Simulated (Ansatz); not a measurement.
Reaction (hydrogenolysis of a C–F bond): `FC1=CC(F)C1` + H₂ → `FC1=CCC1` + H–F

Isolated molecules relaxed with PBE0-D4/def2-TZVP in Ansatz; ΔE leaves out vibrations. CBS: MP2 limit from def2 TZ/QZ plus the TZ coupled-cluster correction, frozen cores. This one scheme is used for every species. Functionals use def2-TZVPP. B3LYP here is the variant with VWN-RPA as its local correlation; programs differ in this.

(1) Is it downhill or uphill in electronic energy at CCSD(T)/CBS, and by how much? (Estimate.)

(2) What do these levels give: BLYP-D4, B3LYP-D4, r2SCAN0-D4, ωB97M-V, HF/CBS(def2), CCSD/CBS(def2)? (Best estimate.)

Largest T1 diagnostic among the species: 0.012.

Results:

(1) Ansatz gave: Downhill: ΔE = -92.2 kJ/mol.

(2) The calculation gave: BLYP-D4 -73.2, B3LYP-D4 -79.3, r2SCAN0-D4 -83.1, ωB97M-V -80.2, HF/CBS(def2) -86.6, CCSD/CBS(def2) -94.7 kJ/mol.

From r2SCAN to r2SCAN0 (25 % exact exchange), in def2-TZVPP and without D4, ΔE moves by −7.5 kJ/mol. At CCSD(T), def2-SVP lies +12.0 kJ/mol from the extrapolated value and def2-TZVPP +2.6 kJ/mol. In def2-TZVPP, CCSD(T) changes the Hartree–Fock value by −3.4 kJ/mol (the triples alone add +2.5 kJ/mol) and MP2 by −9.5 kJ/mol.
